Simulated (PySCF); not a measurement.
**Partners of methane**

Gas-phase complexes of methane, each in one structure from a short search with a few starts, optimised by PBE0-D3(BJ)/def2-SVPD or PBE0-D3(BJ)/def2-TZVPD; other ways of binding may lie lower. Energies in kcal/mol, wB97M-D3(BJ)/def2-TZVPD, counterpoise-corrected (PySCF): interaction is complex less parts frozen as they stand in it, binding adds what it costs to deform them. Contacts are written partner···methane; electrostatic, Pauli and orbital are terms of the uncorrected same energy, whose rest is dispersion or correlation.

Frequency runs check only 3 of the 6 structures; an imaginary mode is left, so that the point isn't a minimum, in the complex with cyanide (18i cm⁻¹). 3 further partners within 0.25 kcal/mol of a listed one are not ranked.

Q: Order these partners of methane by binding energy, strongest first: ethylene, fluoride, bromide, acetonitrile, cyanide, formaldehyde.

A: fluoride (-6.3), cyanide (-2.9), bromide (-2.3), acetonitrile (-1.2), formaldehyde (-0.8), ethylene (-0.5).
```
     partner  contact  distance (Å)  binding  interaction  electrostatic  Pauli  orbital
    fluoride    F···H          1.81     -6.3         -6.7          -11.5   17.1    -12.0
     cyanide    N···H          2.34     -2.9         -2.9           -3.2    4.3     -3.7
     bromide   Br···H          2.88     -2.3         -2.3           -2.4    3.2     -2.6
acetonitrile    C···H          2.80     -1.2         -1.2           -1.0    1.3     -0.4
formaldehyde    C···C          3.56     -0.8         -0.8           -0.4    0.5     -0.2
    ethylene    C···H          2.95     -0.5         -0.5           -0.5    0.7     -0.2
```
